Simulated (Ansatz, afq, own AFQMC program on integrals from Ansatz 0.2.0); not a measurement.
Integrals from Ansatz 0.2.0, then the random walk in our own AFQMC program (afq).

```yaml
crystal:
  periodic: [false, false, false]
  atoms:
    - {symbol: C, position_ang: [0.000000, 0.000000, 0.000000]}
basis:
  gaussian: {orbitals: cc-pVTZ}
magnetization: {spin_polarized: false}
correlation: {method: ccsd_t, electrons: outside_noble_gas, hamiltonian_folder: ham}
```

```sh
$ ansatz run in.yaml --threads 1 --pin off --events-out ev --progress --plain --max-ram 1382MiB
```

afq runs on the folder ham with

```
--method phaseless --trial hf --walkers 320 --populations 1 --least-time 40 --time-step 0.005 --steps-per-block 20 --equilibration-blocks 112 --max-blocks 600 --target-error 0.00072 --factor-cut 1e-05 --seed 6153 --taylor-order 6
```

Times are imaginary, in 1/Eh. The walk had a cap of 514 s.

afq prints:

```
orbitals 29  electrons 2 2  factors 171 of 172
reference energy -37.60219043 Eh
CCSD correlation -0.12001628 Eh in 13 cycles, weight of the determinant in the CISD state 0.8041
energy of the start -37.602190 Eh
 block  time / (1/Eh)  mean weight  energy / Eh
     1     0.100  0.9996  -37.624504
     2     0.200  1.0006  -37.641310
     3     0.300  1.0008  -37.653692
     4     0.400  1.0003  -37.664144
     5     0.500  1.0000  -37.670300
     7     0.700  1.0002  -37.679995
     9     0.900  0.9995  -37.688465
    18     1.800  0.9998  -37.703422
    52     5.200  0.9997  -37.707178
    86     8.600  1.0005  -37.711433
   120    12.000  1.0005  -37.736492
   154    15.400  0.9996  -37.726697
   188    18.800  0.9987  -37.727048
   205    20.500  1.0013  -37.772009
   222    22.200  0.9999  -37.733937
   256    25.600  1.0009  -37.725621
   290    29.000  0.9998  -37.719999
   324    32.400  0.9998  -37.750790
   358    35.800  1.0006  -37.730650
   392    39.200  1.0000  -37.738802
   426    42.600  1.0006  -37.741015
   460    46.000  0.9994  -37.728246
   494    49.400  1.0010  -37.738622
   528    52.800  1.0007  -37.738418
   562    56.200  1.0003  -37.746325
   596    59.600  1.0021  -37.756863
   630    63.000  1.0014  -37.735090
   664    66.400  0.9995  -37.721823
   698    69.800  1.0009  -37.725012
blocks merged  error / Eh  count
     1  0.000581  600
     2  0.000740  300
     4  0.000956  150
     8  0.001198  75
    16  0.001418  37
    32  0.001522  18
    64  0.001514  9
energy -37.733349 +/- 0.001522 Eh
(rows thinned)
```

The run passed its tests (sampling time, drift between the halves within three errors, error under three times the target), which doesn't prove that it has relaxed.

Against this walk (error 41.4 meV) on the same determinant: CCSD(T) 167.1 meV higher, CCSDT(Q) 88.8 meV higher, full CI 35.5 meV higher (within the noise), a separate phaseless walk with a CISD trial and standard settings 124.2 ± 41.9 meV higher. The error is statistical and leaves out the bias of the constraint. The determinant is a poor start (see the cautions), so the low cluster orders aren't to be relied on, and full CI is the sure value.

Cautions: constraint bias not in the error; error above the target (41.4 against 19.6 meV); another spin lies lower (by 1.34 eV); restricted determinant unstable towards unrestricted (UHF 1.83 eV lower, ⟨S²⟩ 1.02); strong correlation (T1 0.008, weight of the determinant 0.80, largest double 0.28); the determinant fills the p orbitals unequally in pairs, so it mixes two states of the atom (¹D and ¹S), and each level undoes that mixture to a different degree, while full CI gives the lower state; CCSDT(Q) on the UHF determinant differs (1.40 eV lower), perhaps since the unrestricted series falls towards higher spin.

The walk took 3 min on 1 thread of Intel(R) Xeon(R) Platinum 8375C CPU @ 2.90GHz (Ice Lake), with other jobs on the host. The log's last line is the phaseless energy.

CCSDT and higher add their correlation energy to the determinant of the CCSD(T) run, since their own runs factorise the integrals more tightly (a shift of under 2 meV).
